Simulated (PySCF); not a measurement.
Cyclobutane, C4H8.
SMILES with atom numbers: `[CH2:1]1[CH2:2][CH2:3][CH2:4]1`

Cartesian coordinates in Å at the GFN2-xTB level; atoms count from 1:
```xyz
12
C4H8 angstrom
C      0.3031    0.8413   -0.6161
C      1.0403   -0.2392    0.1904
C     -0.3099   -0.7554    0.7115
C     -1.0328    0.1537   -0.2942
H      0.3895    1.8328   -0.1763
H      0.5615    0.9024   -1.6716
H      1.5577   -0.9608   -0.4386
H      1.7317    0.1238    0.9482
H     -0.4859   -1.8230    0.5955
H     -0.5005   -0.4810    1.7471
H     -1.4453   -0.3911   -1.1410
H     -1.8082    0.7956    0.1191
```

NICS = −σ at a ghost point: NICS(0) at the centroid of the ring atoms, NICS(1) 1 Å to either side along the normal of their mean plane, zz for the tensor component along that normal. Level: GIAO PBE0/pcSseg-1 (PySCF, non-relativistic, gas phase) on the GFN2-xTB geometry, one conformer.

Ring bond lengths (Å), with Mayer bond orders in brackets: C1–C2 1.537 (1.04), C2–C3 1.537 (1.04), C3–C4 1.536 (1.04), C4–C1 1.537 (1.04).

**Question.** What do the NICS probes read (ppm)?

**Answer.** 
```json
{"ring": "C1–C2–C3–C4", "type": "4-membered carbocycle; formal bonds all single", "NICS(0)": "2.5", "NICS(1), two faces": "0.6 / 0.6", "NICS(1)zz, two faces": "5.0 / 5.0", "rms pucker (Å)": "0.07", "centre to ring atoms, mean (Å)": "1.08"}
```

**Question.** What can be read from them?

**Answer.** 
- C1–C2–C3–C4: mean NICS(1)zz 5.0 ppm, deshielded. C1, C2, C3, C4 have four or more neighbours; no verdict on aromaticity is drawn.

**Question.** At the second NICS(1) probe listed for ring C1–C2–C3–C4, 1 Å off the ring, what do the in-plane components average?

**Answer.** The isotropic value is a third of the trace: (3 × 0.6 − (5.0))/2 = -1.6 ppm.

**Question.** How shielded are the nuclei of the rings and their hydrogens (means over atoms taken as equivalent)?

**Answer.** 
| atoms | environment | σ isotropic (ppm) | principal values of the symmetric part, first atom (ppm) |
| --- | --- | --- | --- |
| C1 (×4) | four-membered-ring carbon | 165.7 | 151.4, 163.5, 182.2 |
| H5 (×8) | methylene hydrogen | 29.62 | 26.8, 27.4, 34.4 |
